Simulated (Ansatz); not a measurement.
# H7Si2: the cost of one run

Method: the levels named in each step, in Ansatz 0.2.0.

## 1. The structure to begin with

Bond lengths: Si1–H3 1.455 Å, Si1–H4 1.455 Å, Si1–H5 1.455 Å, Si2–H7 1.455 Å, Si2–H8 1.455 Å, Si2–H9 1.455 Å. Angles: H3–Si1–H4 117.0°, H3–Si1–H5 117.0°, H4–Si1–H5 117.0°, H7–Si2–H8 117.0°, H7–Si2–H9 117.0°, H8–Si2–H9 117.0°.

Structure file:

```xyz
9

Si    1.3684    0.3070   -1.0475
Si   -1.3684   -0.3070    1.0475
H     2.2177   -0.8217   -0.6974
H     1.7763    1.6159   -0.5598
H     0.7127    0.2615   -2.3459
H     0.0029   -0.0056    0.0016
H    -0.6781   -0.5634    2.3027
H    -1.9566   -1.4537    0.3717
H    -2.0720    0.9614    0.9286
```

## 2. A rough first relaxation, PBE-D4/def2-SVP

This run stands in another session on the same molecule. It ended at:

```xyz
9

Si    1.2823    0.2870   -0.9813
Si   -1.2817   -0.2882    0.9816
H     2.1394   -0.8757   -0.6121
H     1.6852    1.6270   -0.4666
H     0.5921    0.2386   -2.3018
H     0.0014   -0.0030    0.0009
H    -0.5583   -0.5462    2.2594
H    -1.8698   -1.4630    0.2768
H    -1.9877    1.0178    0.8447
```

## 3. Relaxation, PBE0-D4/def2-TZVPP

Input file input.yaml:

```yaml
crystal:
  periodic: [false, false, false]
  atoms:
    - { symbol: Si, position_ang: [1.28234291, 0.28701183, -0.98125697] }
    - { symbol: Si, position_ang: [-1.2817458, -0.28816015, 0.98157827] }
    - { symbol: H, position_ang: [2.13941807, -0.87571734, -0.61210079] }
    - { symbol: H, position_ang: [1.68517353, 1.62702285, -0.46658571] }
    - { symbol: H, position_ang: [0.59206024, 0.23861409, -2.30184815] }
    - { symbol: H, position_ang: [0.00143525, -0.00297245, 0.00094172] }
    - { symbol: H, position_ang: [-0.55825461, -0.54622756, 2.25937148] }
    - { symbol: H, position_ang: [-1.86982994, -1.4629686, 0.27675623] }
    - { symbol: H, position_ang: [-1.98771963, 1.01784733, 0.84469394] }
total_charge: 1
basis:
  gaussian: { orbitals: def2-TZVPP }
hamiltonian:
  xc: pbe0
  dispersion: d4
relax:
  f_tol: 0.002
  max_steps: 150
```

On the command line:

```
> ansatz run input.yaml --threads 4 --pin off --max-ram 10240MiB --backend cpu --events-out ev --progress --plain --runs-dir out
```

What time and memory should one allow on 4 threads of Intel Xeon 6975P-C (Granite Rapids), shared host?

About 13 s, with a peak of 0.39 GiB.
